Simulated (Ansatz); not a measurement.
Z-matrix (Å, degrees):
```
C
S 1 1.799
H 1 1.091 2 111.1
H 1 1.089 2 110.8 3 122.9
H 1 1.090 2 106.9 3 -118.6
C 2 1.777 1 99.9 3 -61.6
F 6 1.381 2 113.2 1 -71.9
H 6 1.092 2 106.9 1 168.7
H 6 1.093 2 110.7 1 48.7
```

Total charge 0; spin multiplicity 1.

(1) List the PBE/def2-TZVPP orbital energies in eV (Ansatz 0.2.0). (An estimate is asked.)

Answers

(1) Computed: Occupied: -2395.85, -659.76, -271.58, -269.69, -208.78, -154.96, -154.84, -154.66, -29.93, -20.12, -17.58, -15.04, -12.36, -12.27, -11.43, -10.55, -10.07, -8.98, -8.13, -7.57, -5.69. Lowest empty: -0.19, 0.59, 1.00, 1.07, 1.74, 2.04, 2.50, 3.08.
